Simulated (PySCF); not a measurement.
Gas-phase reaction: Al(CH3)3 + C3H4 (cyclic) = AlCH3 + 5 CH2

Computed with PySCF and rigid-rotor harmonic-oscillator thermochemistry at 1 bar. † marks an energy on the PBE0/def2-TZVP geometry and frequencies; other levels use their own. MP2 freezes the core. 6-31G* has spherical d functions here. Open shells (unrestricted): CH2 (multiplicity 3); the rest are closed-shell singlets. B3LYP is the form with VWN-RPA correlation. AlCH3: computed as isolated molecules; such fragments, hydroxides, amides, oligomers or adducts are transient or little studied in the gas. MP2 isn't extrapolated to the basis-set limit.

| level | ΔH°(298 K), kJ |
|---|---|
| B3LYP/6-31G* | ? |
| HF/6-31G* | ? |
| HF/def2-TZVP† | ? |
| M06-2X/def2-TZVP† | 1885 |
| MP2/def2-SVP† | 1859 |
| PBE/def2-TZVP† | 1927 |
| PBE0/def2-TZVP | 1876 |
| r2SCAN/def2-TZVP† | 1812 |
| LDA/def2-TZVP† | ? |
| ωB97X-V/def2-TZVP† | 1967 |

Fill in the missing entries.


- B3LYP/6-31G*, ΔH°(298 K), kJ: 1874
- HF/6-31G*, ΔH°(298 K), kJ: 1181
- HF/def2-TZVP†, ΔH°(298 K), kJ: 1185
- LDA/def2-TZVP†, ΔH°(298 K), kJ: 2239
